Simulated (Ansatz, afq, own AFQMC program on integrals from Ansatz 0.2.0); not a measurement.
## CH3Cl, triplet in cc-pVTZ, levels against AFQMC with the constraint released

| atom | x (Å) | y (Å) | z (Å) |
| --- | --- | --- | --- |
| Cl | -0.7869 | 0.0000 | 0.0000 |
| H | 0.7831 | 0.0000 | 0.0000 |
| C | 1.8731 | 0.0000 | 0.0000 |
| H | 2.2876 | 0.0000 | 0.9962 |
| H | 2.2876 | 0.0000 | -0.9962 |

Connectivity, by distances: Cl ··· CH2, 1 bridging H.

Basis cc-pVTZ. Noble-gas cores (and the filled d shells of Ga–Kr and In–Xe) are frozen. AFQMC by an in-house program on the Cholesky factors that Ansatz 0.2.0 writes for its CCSD(T) run. The CISD trial takes its coefficients from CCSD amplitudes. Released means that phaseless walkers are propagated on without the constraint, phases kept. ± is one standard error of the sampling.

Determinant: UHF, the one that the program's search chose, which needn't be the lowest solution. The geometry is a point of a scan.

No full CI on the walks' own integrals is used here. The released AFQMC energy serves as the reference, which it does only where one determinant dominates, the energy is flat over the last release times and near the phaseless one (40 meV or 2 meV an electron, half that with transition metals). On small molecules, where full CI could be run and the noise was under 10 meV, such values lay within 10 meV of it in 19 cases of 20, a flattering rate, since the rule was set on those same cases; what remains of the bias isn't in the error bar.

Cautions: lower spins were not checked; the released value is read at 1.62 1/Eh, later times being too noisy (meV from the phaseless value at times in 1/Eh: -6 ± 5 at 0.24, -16 ± 4 at 0.51, -23 ± 6 at 0.99, -18 ± 7 at 1.62, -15 ± 12 at 2.40).

```
T1 diagnostic                               : 0.0129
weight of the determinant in the CISD state : 0.869
⟨S²⟩ of the determinant                     : 2.037
size of the correlated space                : 14 electrons in 100 orbitals
```

Reference: AFQMC with the constraint released, correlation energy -10.600 ± 0.007 eV.

```csv
level,E − E(reference) (kJ/mol),share of correlation (%)
HF,1022.7 ± 0.7,0.00
MP2,143.4 ± 0.7,85.98
CCSD,37.9 ± 0.7,96.29
CCSD(T),4.1 ± 0.7,99.60
ph-AFQMC/CISD,1.7 ± 0.9,99.83
```

A walk keeps the symmetry of its determinant, which the program's search chose and which needn't be the lowest solution, so a lower state of the same spin and another symmetry isn't excluded. Released energies are given only where the last usable release times agree within the noise; a slower fall can still hide under it.
